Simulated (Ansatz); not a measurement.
# SiH₄ (triplet): wave-function methods side by side, def2-TZVPP

The task here is to estimate one member of a computed series from the others.

Program: Ansatz 0.2.0, Gaussian basis. Level of theory: def2-TZVPP, core rule «outside noble gas», up to 5 orbitals frozen. These are calculated values, not measurements.

To be run: UHF; ROHF; CCSD(T) on UHF.

2 further runs of the same task are left out: 2 set aside as unsound or not needed.

### What is computed

The geometry is a PBE0/def2-TZVP stationary point (not a proven minimum) of the parent state, kept for this charge and spin.

5 atoms, charge 0, spin multiplicity 3.

Atoms are counted from 1 here; the program's logs count them from 0.

Bond lengths: Si1–H2 1.485 Å, Si1–H3 1.485 Å, Si1–H4 1.485 Å, Si1–H5 1.485 Å. Angles: H2–Si1–H3 109.5°, H2–Si1–H4 109.5°, H2–Si1–H5 109.5°, H3–Si1–H4 109.5°, H3–Si1–H5 109.5°, H4–Si1–H5 109.5°.

Set-up of the first run:

in.yaml

```yaml
crystal:
  periodic: [false, false, false]
  atoms:
    - {symbol: Si, position_ang: [0.000000, 0.000000, 0.000000]}
    - {symbol: H, position_ang: [0.855850, 0.858745, 0.856831]}
    - {symbol: H, position_ang: [-0.859551, -0.854424, 0.857445]}
    - {symbol: H, position_ang: [-0.854730, 0.855535, -0.861149]}
    - {symbol: H, position_ang: [0.858431, -0.859856, -0.853127]}
basis:
  gaussian: {orbitals: def2-TZVPP}
magnetization: {spin_polarized: true, initial_magnetization: 2}
hamiltonian: {xc: hf}
output: {orbitals: {seedname: orbitals}}
```

Launch:

```console
$ ansatz run in.yaml --threads 1 --pin off --events-out ev --progress --plain --max-ram 2816MiB --backend cpu
```

Among the steps run: UHF; ROHF; CCSD(T) on UHF.

One of the session's tables, all rows but one given; the rest of the session is left out.

| method | from UCCSD(T) (kJ/mol) |
| --- | --- |
| ROHF | +455.8 |
| UHF | +451.5 |
| UMP2 | ? |
| UCCSD | +16.2 |
| UCCSD(T) | 0 |

**Question.** Estimate the row for UMP2.

The run gave: from UCCSD(T) (kJ/mol): +93.9. In the column «from UCCSD(T) (kJ/mol)» it lies between UCCSD (+16.2) and UHF (+451.5).
